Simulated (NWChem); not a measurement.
Program: NWChem. System: F, charge 0, spin multiplicity 2. Its SCF solution wasn't tested for a lower state. Level: G0W0@UPBE/def2-TZVP, RI basis def2-tzvp-rifit.

The NWChem input:

```
start mol
memory heap 200 mb stack 700 mb global 1700 mb
geometry units angstroms nocenter noautoz
  F      0.000000     0.000000     0.000000
  symmetry group D2h
end
basis spherical
  * library def2-tzvp
end
basis "ri basis" bse spherical
  * library def2-tzvp-rifit
end
dft
  xc xpbe96 cpbe96
  odft
  mult 2
  iterations 100
  direct
  tolerances tight
end
task dft energy
gw
  states alpha occ 4 vir 2
  states beta occ 4 vir 2
end
task dft gw
```

NWChem printed:

```
             Northwest Computational Chemistry Package (NWChem) 7.3.0
             --------------------------------------------------------

                                NWChem Input Module
                                -------------------

 Scaling coordinates for geometry "geometry" by  1.889725989
 (inverse scale =  0.529177249)

                             Geometry "geometry" -> ""
                             -------------------------

 Output coordinates in angstroms (scale by  1.889725989 to convert to a.u.)

  No.       Tag          Charge          X              Y              Z
 ---- ---------------- ---------- -------------- -------------- --------------
    1 F                    9.0000     0.00000000     0.00000000     0.00000000

 Effective nuclear repulsion energy (a.u.)       0.0000000000

            Nuclear Dipole moment (a.u.)
            ----------------------------
        X                 Y               Z
 ---------------- ---------------- ----------------
     0.0000000000     0.0000000000     0.0000000000

      Symmetry information
      --------------------

 Group name             D2h
 Group number             26
 Group order               8
 No. of unique centers     1

      Symmetry unique atoms

     1


 Summary of "ao basis" -> "" (spherical)
 ------------------------------------------------------------------------------
       Tag                 Description            Shells   Functions and Types
 ---------------- ------------------------------  ------  ---------------------
 *                         def2-tzvp                  on all atoms

 new library libraries.bse/

 Summary of "ri basis" -> "" (spherical)
 ------------------------------------------------------------------------------
       Tag                 Description            Shells   Functions and Types
 ---------------- ------------------------------  ------  ---------------------
 *                      def2-tzvp-rifit               on all atoms

  pbe96 is a nonlocal functional; adding pw91lda local functional.

                                 NWChem DFT Module
                                 -----------------

 Summary of "ao basis" -> "ao basis" (spherical)
 ------------------------------------------------------------------------------
       Tag                 Description            Shells   Functions and Types
 ---------------- ------------------------------  ------  ---------------------
 F                         def2-tzvp                11       31   5s3p2d1f

 Summary of "ao basis" -> "ao basis" (spherical)
 ------------------------------------------------------------------------------
       Tag                 Description            Shells   Functions and Types
 ---------------- ------------------------------  ------  ---------------------
 F                         def2-tzvp                11       31   5s3p2d1f

      Symmetry analysis of basis
      --------------------------

        ag          9
        au          1
        b1g         2
        b1u         5
        b2g         2
        b2u         5
        b3g         2
        b3u         5

            General Information
            -------------------
          SCF calculation type: DFT
          Wavefunction type:  spin polarized.
          No. of atoms     :     1
          No. of electrons :     9
           Alpha electrons :     5
            Beta electrons :     4
          Charge           :     0
          Spin multiplicity:     2
          Use of symmetry is: on ; symmetry adaption is: on
[...]
   Bfn.  Coefficient  Atom+Function         Bfn.  Coefficient  Atom+Function
  ----- ------------  ---------------      ----- ------------  ---------------
     4      0.514437  1 F  s                  3      0.382211  1 F  s
     2     -0.262939  1 F  s                  5      0.244231  1 F  s
     1     -0.108591  1 F  s

 Vector    3  Occ=1.000000D+00  E=-3.725622D-01  Symmetry=b1u
              MO Center=  4.1D-34, -5.8D-34,  9.8D-23, r^2= 4.6D-01
   Bfn.  Coefficient  Atom+Function         Bfn.  Coefficient  Atom+Function
  ----- ------------  ---------------      ----- ------------  ---------------
     8      0.520365  1 F  pz                11      0.405871  1 F  pz
    14      0.288195  1 F  pz

 Vector    4  Occ=1.000000D+00  E=-3.725622D-01  Symmetry=b2u
              MO Center= -3.1D-34,  1.2D-22,  1.1D-33, r^2= 4.6D-01
   Bfn.  Coefficient  Atom+Function         Bfn.  Coefficient  Atom+Function
  ----- ------------  ---------------      ----- ------------  ---------------
     7      0.520365  1 F  py                10      0.405871  1 F  py
    13      0.288195  1 F  py

 Vector    5  Occ=0.000000D+00  E=-3.363712D-01  Symmetry=b3u
              MO Center=  1.7D-23,  1.6D-32, -6.5D-32, r^2= 4.8D-01
   Bfn.  Coefficient  Atom+Function         Bfn.  Coefficient  Atom+Function
  ----- ------------  ---------------      ----- ------------  ---------------
     6      0.506741  1 F  px                 9      0.403008  1 F  px
    12      0.308234  1 F  px

 Vector    6  Occ=0.000000D+00  E= 4.327477D-01  Symmetry=ag
              MO Center=  1.6D-17, -2.3D-17, -7.9D-15, r^2= 1.5D+00
   Bfn.  Coefficient  Atom+Function         Bfn.  Coefficient  Atom+Function
  ----- ------------  ---------------      ----- ------------  ---------------
     5     -1.980039  1 F  s                  4      1.808231  1 F  s
     2     -0.128523  1 F  s                  1     -0.059481  1 F  s
     3     -0.057993  1 F  s

 Vector    7  Occ=0.000000D+00  E= 4.830468D-01  Symmetry=b2u
              MO Center=  4.0D-34,  2.3D-17,  2.3D-35, r^2= 1.8D+00
   Bfn.  Coefficient  Atom+Function         Bfn.  Coefficient  Atom+Function
  ----- ------------  ---------------      ----- ------------  ---------------
    13      1.221361  1 F  py                10     -0.625689  1 F  py
     7     -0.315206  1 F  py

   alpha - beta orbital overlaps
   -----------------------------

   alpha      1      2      3      4      5      6      7      8      9     10
    beta      1      2      5      4      3      6      9      7      8     14
 overlap   1.000  1.000  0.998  1.000  1.000  1.000  0.998  1.000  1.000  1.000

   alpha     11     12     13     14     15     16     17     18     19     20
    beta     13     12     11     10     17     16     15     18     25     24
 overlap   1.000  1.000  1.000  1.000  1.000  1.000  1.000  1.000  1.000  1.000

   alpha     21     22     23     24     25     26     27     28     29     30
    beta     23     22     21     19     20     30     28     29     27     26
 overlap   1.000  1.000  1.000  1.000  1.000  1.000  1.000  1.000  1.000  1.000

   alpha     31
    beta     31
 overlap   1.000

     --------------------------
     Expectation value of S2:
     --------------------------
      <S2> =      0.7513 (Exact =     0.7500)

 Task  times  cpu:        0.5s     wall:        0.5s

                                NWChem Input Module
                                -------------------

                                 NWChem GW Module
                                 ----------------

                             ***********************
                             ***        GW       ***
                             ***********************

 Summary of "ri basis" -> "ri basis" (spherical)
 ------------------------------------------------------------------------------
       Tag                 Description            Shells   Functions and Types
 ---------------- ------------------------------  ------  ---------------------
 F                      def2-tzvp-rifit             22       76   8s6p4d3f1g

                 Memory Information
                 ------------------
          Available GA per process is          1700.0 MBs
          Available stack per process is        700.0 MBs
          Available heap per process is           0.0 MBs

          Peak memory in Initialization
              Peak GA per process is                  0.3 MBs
              Peak stack per process is               0.0 MBs
              Peak heap per process is                0.3 MBs
              Memory not in MA per process            0.0 MBs

          Peak memory in AFF Calculation
              Peak GA per process is                  0.8 MBs
              Peak stack per process is               0.4 MBs
              Peak heap per process is                0.0 MBs
              Memory not in MA per process            0.4 MBs

          Computing 2-center integrals
          Computing Inverse Cholesky factor
          Computing 3-center integrals
          Computing V_xc ...

          Computing Sigma_x
          Computing RPA polarizability
          Solving quasiparticle equations

                  Alpha Orbitals
          State     Energy (eV)     Error (eV)
          -----------------------------------
@GW         2        -33.682           0.004
@GW         3        -19.974           0.002
@GW         4        -17.655           0.005
@GW         5        -17.655           0.005
@GW         6         16.024           0.003
@GW         7         16.890           0.002

                   Beta Orbitals
          State     Energy (eV)     Error (eV)
          -----------------------------------
@GW         1       -682.103           0.004
@GW         2        -36.464           0.002
@GW         3        -16.479           0.004
@GW         4        -16.479           0.004
@GW         5         -2.752           0.005
@GW         6         17.027           0.004

   Applying  -6.7610 eV scissor-shift to rest of particle states

   Applying   4.8968 eV scissor-shift to rest of hole states

   Applying   6.4015 eV scissor-shift to rest of hole states

     GW Timing Statistics
   ------------------------
   Init.   :          0.1s
     ERIs  :          0.0s
     Distr.:          0.0s
     Vxc   :          0.0s
   Sigma_x :          0.0s
   RPA     :          0.0s
   Wmn     :          0.0s
   Sigma_c :          0.0s
   GW total:          0.1s

 Task  times  cpu:        0.1s     wall:        0.1s

 Total times  cpu:        0.6s     wall:        0.6s
```
